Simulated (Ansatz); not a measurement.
One change: `[AlH2][NH][SiH3]` becomes `BN[SiH3]`.

Ansatz, PBE0-D4/def2-TZVP geometries, multiplicity 1. 

```
                                      property  `[AlH2][NH][SiH3]`
           LUMO energy (B3LYP/def2-TZVPP) / eV               -1.17
zero-point energy (PBE0-D4/def2-TZVP) / kJ/mol               143.6
         LUMO energy (ωB97M-V/def2-TZVPP) / eV                0.62
size of the dipole moment (PBE/def2-TZVPP) / D                0.93
            LUMO energy (PBE0/def2-TZVPP) / eV               -0.96
             LUMO energy (PBE/def2-TZVPP) / eV               -1.73
```

What does the change do to each property? (Best estimate.)

Ansatz gave: 
```json
{"property": "LUMO energy (B3LYP/def2-TZVPP) / eV", "`BN[SiH3]`": "-0.40", "shift": "0.77"}
{"property": "zero-point energy (PBE0-D4/def2-TZVP) / kJ/mol", "`BN[SiH3]`": "166.5", "shift": "22.9"}
{"property": "LUMO energy (ωB97M-V/def2-TZVPP) / eV", "`BN[SiH3]`": "1.66", "shift": "1.04"}
{"property": "size of the dipole moment (PBE/def2-TZVPP) / D", "`BN[SiH3]`": "1.47", "shift": "0.54"}
{"property": "LUMO energy (PBE0/def2-TZVPP) / eV", "`BN[SiH3]`": "-0.17", "shift": "0.79"}
{"property": "LUMO energy (PBE/def2-TZVPP) / eV", "`BN[SiH3]`": "-1.15", "shift": "0.58"}
```

With PBE0 the HOMO falls by 0.76 eV and the LUMO rises by 0.79 eV, so the gap widens by about 1.55 eV. PBE moves the HOMO by -0.77 eV and ωB97M-V by -0.76 eV. Dipoles are sizes alone; their direction can turn.

B3LYP here is the variant with VWN-RPA as its local correlation; programs differ in this.
